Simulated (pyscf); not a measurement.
Thermochemistry of product channels of H₂B–O–SnH₃ + hydrogen chloride (HCl) on the singlet surface, in eV, from CCSD(T)/def2-TZVPP + ΔMP2(QZVPP) energies (ideal gas, 1 atm, RRHO with modes under 100 cm⁻¹ raised to 100, one conformer, R ln 2 for chiral ones without a mode under 150 cm⁻¹). Optimised with ωB97X-D3(BJ)/def2-SVP in PySCF. MP2 and CC: frozen core, UHF for open shells. ΔMP2 is the change of the MP2 total energy from the triple- to the quadruple-zeta basis.

```json
[
 {"products": "HO–SnH₃ + H₂B–Cl", "ΔE": "+0.59", "ΔH(298 K)": "+0.63", "ΔG(298 K)": "+0.57", "ΔG(600 K)": "+0.52"},
 {"products": "Cl–SnH₃ + H₂B–OH", "ΔE": "-0.68", "ΔH(298 K)": "-0.58", "ΔG(298 K)": "-0.60", "ΔG(600 K)": "-0.60"}
]
```

These are energies of the channels, which say nothing of barriers. The CCSD(T) − MP2 part came from Ansatz, without density fitting, on the same reference. The frozen core leaves the outer d or s,p core shells of the metals and heavy elements correlated in the MP2 and CC values, and def2-TZVPP describes them poorly, which can shift differences by a few kcal/mol. Elements past Kr carry the def2 core potentials, without spin-orbit coupling.
